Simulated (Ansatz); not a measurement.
A run of Ansatz (development build ahead of 0.2.0) on singlet CH3F at this shape:

| atom | x (Å) | y (Å) | z (Å) |
| --- | --- | --- | --- |
| C | -0.6348 | 0.0000 | 0.0000 |
| H | -0.9935 | 0.9361 | -0.4358 |
| H | -0.9935 | -0.0906 | 1.0285 |
| H | -0.9935 | -0.8454 | -0.5927 |
| F | 0.7543 | 0.0000 | 0.0000 |

Its results:

```yaml
Converged: yes
Reference_energy: -139.09397 hartree
Correlation_energy: -0.43448 hartree
Total_energy: -139.52845 hartree
Spin_squared_of_the_determinant: 0.000
Stability_test: minimum among restricted orbitals
```

**Question.** Which input gives this output? Name the method, the orbitals and the basis set, and write the input.

**Answer.** RHF-MP2 in cc-pVTZ. An unrestricted run that stays on the closed shell gives the same numbers.

```yaml
crystal:
  periodic: [false, false, false]
  atoms:
    - { symbol: C, position_ang: [-0.63475, 0.0, -1.0e-05] }
    - { symbol: H, position_ang: [-0.99345, 0.93605, -0.43578] }
    - { symbol: H, position_ang: [-0.99347, -0.09062, 1.02852] }
    - { symbol: H, position_ang: [-0.99345, -0.84542, -0.59273] }
    - { symbol: F, position_ang: [0.75432, 0.0, 0.0] }
basis:
  gaussian: { orbitals: cc-pVTZ }
hamiltonian:
  xc: hf
correlation:
  method: mp2
  frozen_orbitals: { C: 1, F: 1, H: 0 }
```
